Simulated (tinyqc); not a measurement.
Inside a calculation. Method: Pariser-Parr-Pople SCF with singles CI, for the molecule O=Cc1[cH+]n1 (SMILES; centres numbered as the heavy atoms are written). Computed by tinyqc, a small Python program that keeps every step. Settings: charge = 1, gamma = Ohno, start = huckel, damping = 0.3, iteration cap = 71, excitations kept = 6. Command: `OMP_NUM_THREADS=1 python tinyqc.py 25232 25233 out.jsonl` (the two numbers bound the seeds that draw the settings). One thread of a shared host (Intel(R) Xeon(R) Processor @ 2.60GHz), about 0.01 s of CPU time with the checks. Later iterations appear only in the table of the cycle.

## PPP integrals

Centres (angstrom, eV; a flat drawing with bonds scaled to 1.40 angstrom):

| centre | x | y | core charge z | W | gamma_rr |
|---|---|---|---|---|---|
| 1O | -2.084000 | 0.387000 | 1 | 17.700000 | 15.200000 |
| 2C | -1.065000 | -0.573000 | 1 | 11.160000 | 11.130000 |
| 3C | 0.276000 | -0.170000 | 1 | 11.160000 | 11.130000 |
| 4C | 1.638000 | -0.492000 | 1 | 11.160000 | 11.130000 |
| 5N | 1.236000 | 0.849000 | 1 | 14.100000 | 12.300000 |

Resonance integrals (eV):

| i | j | beta |
|---|---|---|
| 1 | 2 | -2.510000 |
| 2 | 3 | -2.390000 |
| 3 | 4 | -2.390000 |
| 4 | 5 | -2.510000 |
| 5 | 3 | -2.510000 |

Ohno: gamma = 14.399645/sqrt(R^2 + a^2), a = 2 x 14.399645/(gamma_rr + gamma_ss); H_rr = -W_r - sum_(s != r) z_s gamma_rs; H_rs = beta for bonds.

repulsion gamma_rs (eV), lower triangle:
```
           1O         2C         3C         4C         5N
1O  15.200000
2C   8.105153  11.130000
3C   5.413167   7.553145  11.130000
4C   3.620072   4.803457   7.555184  11.130000
5N   4.100388   4.846545   7.729240   7.729325  12.300000
```

core matrix H (eV), lower triangle:
```
            1O          2C          3C          4C          5N
1O  -38.938780
2C   -2.510000  -36.468300
3C    0.000000   -2.390000  -39.410737
4C    0.000000    0.000000   -2.390000  -34.868038
5N    0.000000    0.000000   -2.510000   -2.510000  -38.505499
```

## Starting guess

pi electrons, sum of z_r less the charge = 4

Orbitals of the Hueckel matrix of the beta values.

P at the start, lower triangle:
```
           1O         2C        3C        4C        5N
1O   0.855662
2C   0.911460   1.032330
3C   0.185539   0.401916  0.719494
4C  -0.240125  -0.060655  0.596771  0.687164
5N  -0.237323  -0.054586  0.607635  0.696175  0.705350
```

## Iteration 1: Fock matrix

F_rr = H_rr + P_rr gamma_rr / 2 + sum_(s != r) P_ss gamma_rs; F_rs = H_rs - P_rs gamma_rs / 2; E = tr P (H + F) / 2 + core repulsion sum_(r<s) z_r z_s gamma_rs.

F (eV), lower triangle:
```
            1O          2C          3C          4C          5N
1O  -14.794021
2C   -6.203762  -11.634396
3C   -0.502176   -3.907865  -12.334103
4C    0.434635    0.145677   -4.644356  -12.099871
5N    0.486559    0.132277   -4.858278   -5.200480  -14.783361
```

pi energy = -64.753325 eV

## Iteration 1: orbitals and new P

Diagonalise F (the basis is taken as orthonormal) and form P = 2 sum c c over the lowest orbitals; 0.3 of the old P is kept.

orbital energies (eV): -23.474695  -19.942266  -9.446413  -7.973497  -4.808881

P after iteration 1, lower triangle:
```
           1O         2C        3C        4C        5N
1O   1.052179
2C   0.919716   0.858493
3C   0.207080   0.342564  0.657391
4C  -0.193063  -0.020434  0.556693  0.613591
5N  -0.231300  -0.029680  0.638760  0.705973  0.818346
```

## Iteration 2: Fock matrix

As before.

F (eV), lower triangle:
```
            1O          2C          3C          4C          5N
1O  -14.848655
2C   -6.237221  -11.283836
3C   -0.560481   -3.683716  -12.611427
4C    0.349451    0.049078   -4.492960  -12.228735
5N    0.474209    0.071922   -4.978564   -5.238346  -15.173828
```

pi energy = -65.358590 eV

## Iteration 2: orbitals and new P

As before.

orbital energies (eV): -23.743085  -19.847404  -9.420697  -8.161463  -4.973832

P after iteration 2, lower triangle:
```
           1O         2C        3C        4C        5N
1O   1.136129
2C   0.920086   0.783345
3C   0.215892   0.313713  0.632084
4C  -0.168246  -0.005740  0.537940  0.576595
5N  -0.226591  -0.023003  0.654199  0.707465  0.871848
```

## Iteration 3: Fock matrix

As before.

F (eV), lower triangle:
```
            1O          2C          3C          4C          5N
1O  -14.871266
2C   -6.238720  -11.131168
3C   -0.584330   -3.574761  -12.731419
4C    0.304531    0.013787   -4.422118  -12.269354
5N    0.464556    0.055744   -5.038230   -5.244113  -15.346335
```

pi energy = -65.592422 eV

## Iteration 3: orbitals and new P

As before.

orbital energies (eV): -23.850661  -19.793702  -9.417734  -8.250573  -5.036872

P after iteration 3, lower triangle:
```
           1O         2C        3C        4C        5N
1O   1.172316
2C   0.919150   0.750757
3C   0.219225   0.299576  0.622084
4C  -0.155304  -0.000313  0.529233  0.557747
5N  -0.223728  -0.021987  0.662131  0.706530  0.897096
```

## Convergence

Stop when output and input P, before any damping, agree to 1e-7.

Course of the cycle:

| iteration | E (eV) | largest \|P(out) - P(in)\| |
|---|---|---|
| 1 | -64.75332469 | 2.81e-01 |
| 2 | -65.35858965 | 1.20e-01 |
| 3 | -65.59242150 | 5.17e-02 |
| 4 | -65.67376443 | 2.26e-02 |
| 5 | -65.70069030 | 1.00e-02 |
| 6 | -65.70936683 | 4.50e-03 |
| 7 | -65.71211910 | 2.06e-03 |
| 8 | -65.71298377 | 1.10e-03 |
| 9 | -65.71325379 | 5.90e-04 |
| 10 | -65.71333780 | 3.19e-04 |
| 11 | -65.71336388 | 1.73e-04 |
| ... | ... | ... |
| 15 | -65.71337549 | 1.55e-05 |
| 16 | -65.71337557 | 8.49e-06 |
| 17 | -65.71337559 | 4.67e-06 |
| 18 | -65.71337560 | 2.57e-06 |
| 19 | -65.71337560 | 1.42e-06 |
| 20 | -65.71337560 | 8.26e-07 |
| 21 | -65.71337560 | 4.87e-07 |
| 22 | -65.71337560 | 2.88e-07 |
| 23 | -65.71337560 | 1.71e-07 |
| 24 | -65.71337560 | 1.01e-07 |
| 25 | -65.71337560 | 6.04e-08 |

Converged in 25 iterations.

## Converged orbitals

Charges are z - P_rr.

orbital energies (eV): -23.923376  -19.729401  -9.411187  -8.333194  -5.081604

coefficients:
```
         MO1        MO2        MO3        MO4        MO5
1O  0.137655   0.762597  -0.440398   0.157687  -0.425065
2C  0.212330   0.563547   0.282879  -0.148612   0.731591
3C  0.553533   0.044414   0.652591  -0.178789  -0.483516
4C  0.485875  -0.180257  -0.036570   0.834939   0.181583
5N  0.627291  -0.257673  -0.546641  -0.473244   0.131661
```

pi charges: 1O -0.201007, 2C 0.274662, 3C 0.383257, 4C 0.462866, 5N 0.080221

## Singles CI, singlets

Over the 6 single excitations with the smallest orbital gaps: A = (e_a - e_i) delta + 2 (ia|jb) - (ij|ab), with (pq|rs) = sum c_mp c_mq gamma_mn c_nr c_ns. f = 2/3 w |mu|^2 in atomic units, mu = sqrt2 sum c_ia sum_m c_mi c_ma R_m.

singlet CI matrix (eV), lower triangle:
```
           2>3        2>4        1>3        2>5        1>4        1>5
2>3   5.634135
2>4   0.085259   7.035905
1>3   0.068413  -0.064477   8.770593
2>5   0.142037   0.047168   0.242947   8.592175
1>4   0.117845   0.296713  -0.041867   0.143932   9.247868
1>5  -0.432004   0.225960   0.691200  -0.496951  -0.285585  12.849210
```

singlet excitation energies (eV): 5.592505  6.983491  8.275738  8.918713  9.294986  13.064453

oscillator strengths: 0.550405  0.211393  0.093126  0.381036  0.465580  0.000453

## Singles CI, triplets

Over the 6 single excitations with the smallest orbital gaps: A = (e_a - e_i) delta - (ij|ab), with (pq|rs) = sum c_mp c_mq gamma_mn c_nr c_ns.

triplet CI matrix (eV), lower triangle:
```
           2>3       2>4        1>3        2>5        1>4        1>5
2>3   3.130494
2>4   0.768960  6.434443
1>3   0.083027  0.494828   6.609479
2>5  -1.633669  0.821851  -0.727472   6.119628
1>4   0.494828  1.020265  -0.563709   0.329101   7.207302
1>5  -0.727472  0.329101   1.325923  -0.833903  -0.448713  12.297777
```

triplet excitation energies (eV): 2.024026  5.163545  6.517246  7.083155  8.179581  12.831569
